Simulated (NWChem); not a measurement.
Si2H6 anion, doublet; SMILES of the neutral closed-shell parent [SiH3][SiH3]

```xyz
8

Si     0.0002     1.2861     0.0005
Si     0.0002    -1.2861    -0.0005
H      0.0004     2.5749    -0.8904
H      1.1823     1.6076     0.8956
H     -1.1821     1.6076     0.8953
H     -1.1821    -1.6076    -0.8953
H      0.0004    -2.5749     0.8904
H      1.1823    -1.6076    -0.8956
```
Atoms are numbered in this order, from 1.

Level: B3LYP/def2-SVPD, spin-unrestricted (NWChem), optimised geometry, unscaled harmonic frequencies. The spin multiplicity was typed, not searched, and may not be the lowest. The highest occupied level is positive, so the extra electron may be held by the finite basis.

```
frequency (cm⁻¹)  IR intensity (km/mol)
----------------  ---------------------
167                                 4.1
224                                 0.0
234                                48.3
285                                19.1
504                                 0.0
548                                 0.0
847                               576.3
884                                 0.0
921                                59.5
926                               248.9
948                                 0.0
955                                 0.0
1722                             1871.6
1796                                0.0
2054                                0.0
2055                              339.4
2063                                0.0
2069                              517.4
```

```
Item                                                                                                 Result
-----------------------------------------------------------------------------------------  ----------------
zero-point energy                                                                             27.4 kcal/mol
thermal correction to the enthalpy at 298.15 K (with zero-point energy)                       31.6 kcal/mol
heat capacity Cv                                                                           18.5 cal/(mol K)
entropy at 298.15 K and 1 atm (symmetry number 2, electronic part: spin degeneracy alone)  71.5 cal/(mol K)
```

Rigid rotor and harmonic oscillator.
